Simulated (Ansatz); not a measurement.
Geometry optimisation, RKS PBE0-D4/STO-3G in Ansatz.

Input:

```yaml
crystal:
  periodic: [false, false, false]
  atoms:
    - { symbol: "N", position_ang: [-1.5296, -0.3688, -0.2339] }
    - { symbol: C, position_ang: [-0.283, -0.614, -0.5972] }
    - { symbol: C, position_ang: [0.8272, -0.2338, -0.0119] }
    - { symbol: "N", position_ang: [1.0399, 0.5836, 1.0999] }
    - { symbol: F, position_ang: [2.0205, -0.665, -0.5678] }
    - { symbol: H, position_ang: [-2.2095, -0.2085, -1.0381] }
    - { symbol: H, position_ang: [-1.649, 0.4131, 0.4508] }
    - { symbol: H, position_ang: [-0.1759, -1.2267, -1.4863] }
    - { symbol: H, position_ang: [0.1801, 1.2138, 1.2508] }
    - { symbol: H, position_ang: [1.8623, 1.055, 1.1366] }
basis:
  gaussian: { orbitals: STO-3G }
hamiltonian:
  xc: pbe0
  dispersion: d4
relax:
  f_tol: 0.02
  max_steps: 40
scf:
  lower_state_search: "off"
```

Launched with:

```bash
$ ansatz run input.yaml --threads 1 --pin off --max-ram 2048MiB --backend cpu --events-out ev --progress --plain --runs-dir out
```

Q: Where does it end, and by what steps?

A: The forces met the threshold. The force dipped under the threshold on the way, but the program's further checks kept it going. Limits of this set-up: minimal basis. After 35 steps the energy has fallen by 1.133 eV; H9 moved furthest, 1.34 Å.

```tsv
step	energy less start (eV)	largest force component (eV/Å)	accepted
0	0.0000	7.386	yes
2	-0.9382	0.570	yes
4	-0.9836	0.185	yes
6	-0.9852	0.015	yes
8	-0.9856	0.038	yes
10	-0.9862	0.173	yes
12	-0.9876	0.301	yes
14	-0.9940	0.065	yes
16	-0.9787	1.093	no
18	-1.0111	0.318	yes
20	-1.0194	0.223	yes
22	-1.0402	0.419	yes
24	-1.0545	0.243	yes
26	-1.0813	0.368	yes
28	-1.1246	0.116	yes
30	-1.1175	0.361	no
32	-1.1330	0.041	yes
34	-1.1334	0.044	yes
35	-1.1335	0.006	yes
```

```xyz
10
Properties=species:S:1:pos:R:3
N -1.540 -0.568 -0.030
C -0.273 -0.693 -0.716
C 0.813 -0.049 -0.236
N 0.634 0.880 0.894
F 2.076 -0.182 -0.748
H -2.283 -0.340 -0.741
H -1.417 0.295 0.567
H -0.218 -1.401 -1.549
H 1.365 1.631 0.788
H 0.926 0.375 1.774
```

Whether the end is a true minimum wasn't checked by a vibrational analysis.

The run took 55 s on 1 thread of Arm Neoverse V1 (shared host), peak memory 0.11 GiB.
